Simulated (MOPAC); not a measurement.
MOPAC input (PM7):

```
PM7 PRECISE GNORM=0.05 LET XYZ UHF MS=0.5 GEO-OK AUX(PRECISION=9) THREADS=1
CHCl2

C     0.15843431 1   -0.00360145 1    0.66878908 1
Cl   -0.06875929 1    1.47284799 1   -0.15074332 1
Cl   -0.03583858 1   -1.47140540 1   -0.17439705 1
H     0.82755792 1   -0.00291530 1    1.51465181 1
```

From the output:

```
                                                       MOPAC v23.2.5 Linux

          FINAL HEAT OF FORMATION =         13.79948 KCAL/MOL =      57.73701 KJ/MOL

          COSMO AREA              =         94.38 SQUARE ANGSTROMS
          COSMO VOLUME            =         78.05 CUBIC ANGSTROMS

          GRADIENT NORM           =          0.02552          =       0.01276 PER ATOM
          IONIZATION POTENTIAL    =          9.607840 EV
          ALPHA SOMO LUMO (EV)    =         -9.608  0.477
          BETA  SOMO LUMO (EV)    =        -11.517 -0.671
          NO. OF ALPHA ELECTRONS  =         10
          NO. OF BETA  ELECTRONS  =          9
          MOLECULAR WEIGHT        =         83.9249         POINT GROUP:  C2v

          MOLECULAR DIMENSIONS (Angstroms)

            Atom       Atom       Distance
           Cl     3   Cl     2     2.85849
            H     4   Cl     2     1.91314
            C     1   Cl     2     0.00031

          SCF CALCULATIONS        =         10

   ATOM   CHEMICAL          X               Y               Z
  NUMBER   SYMBOL      (ANGSTROMS)     (ANGSTROMS)     (ANGSTROMS)

     1       C          0.26354580  *  -0.00204703  *   0.62143566  *
     2      Cl         -0.08679111  *   1.42957316  *  -0.14464483  *
     3      Cl         -0.05483218  *  -1.42864734  *  -0.16760696  *
     4       H          0.68429725  *  -0.00521638  *   1.60167925  *

                             CARTESIAN COORDINATES

   1    C        0.263545797    -0.002047032     0.621435657
   2   Cl       -0.086791108     1.429573161    -0.144644831
   3   Cl       -0.054832177    -1.428647343    -0.167606961
   4    H        0.684297252    -0.005216378     1.601679246

           Empirical Formula: C H Cl2  =     4 atoms

      MOLECULAR POINT GROUP   :   C2v

          ALPHA EIGENVALUES
 -28.36039 -25.98118 -21.15788 -16.29930 -15.56205 -13.92220 -11.87999 -11.57106
 -11.54713  -9.60784   0.47666   0.79731   4.79543  67.54266  67.62664  68.04084
  68.06690  68.18900  68.40451  68.81688  68.87369  69.05690  69.08148

           BETA EIGENVALUES
 -28.09981 -25.74308 -20.74778 -16.07858 -15.36004 -13.02147 -11.55373 -11.54603
 -11.51739  -0.67136   0.91189   1.17264   4.97618  67.52774  67.66576  68.05202
  68.12046  68.22769  68.39563  68.87663  68.92296  69.08056  69.11559

              NET ATOMIC CHARGES AND DIPOLE CONTRIBUTIONS

  ATOM NO.   TYPE          CHARGE      No. of ELECS.   s-Pop       p-Pop       d-Pop
    1          C          -0.234356        4.2344     1.17445     3.05990
    2         Cl           0.021460        6.9785     1.97869     4.99509     0.00476
    3         Cl           0.021463        6.9785     1.97869     4.99509     0.00476
    4          H           0.191433        0.8086     0.80857
 DIPOLE           X         Y         Z       TOTAL
 POINT-CHG.     0.318    -0.002     0.741     0.806
 HYBRID         0.037    -0.000     0.088     0.096
 SUM            0.355    -0.003     0.829     0.902

          ATOMIC ORBITAL ELECTRON POPULATIONS

     Atom    s        px        py        pz      x^2-y^2     xz        z^2       yz        xy
    1  C   1.17445   1.14197   0.86876   1.04917
    2 Cl   1.97869   1.88973   1.31495   1.79041   0.00136   0.00026   0.00046   0.00184   0.00084
    3 Cl   1.97869   1.89643   1.31945   1.77920   0.00136   0.00025   0.00046   0.00189   0.00080
    4  H   0.80857

                    (SZ)    =    0.500000
                    (S**2)  =    0.752822

          ATOMIC ORBITAL SPIN POPULATIONS

    Atom   Total    s     px     py     pz   x^2-y^2  xz     z^2    yz     xy
         Atomic
    1  C  0.9198  0.026  0.710  0.030  0.154
    2 Cl  0.0525  0.002  0.068 -0.024  0.006  0.000  0.000  0.000  0.000  0.000
    3 Cl  0.0525  0.002  0.068 -0.024  0.006  0.000  0.000  0.000  0.000  0.000
    4  H -0.0248 -0.025

 **********************
 *                    *
 * JOB ENDED NORMALLY *
 *                    *
 **********************

 == MOPAC DONE ==
```

The geometry given is a B3LYP-D3(BJ)/def2-TZVP minimum.
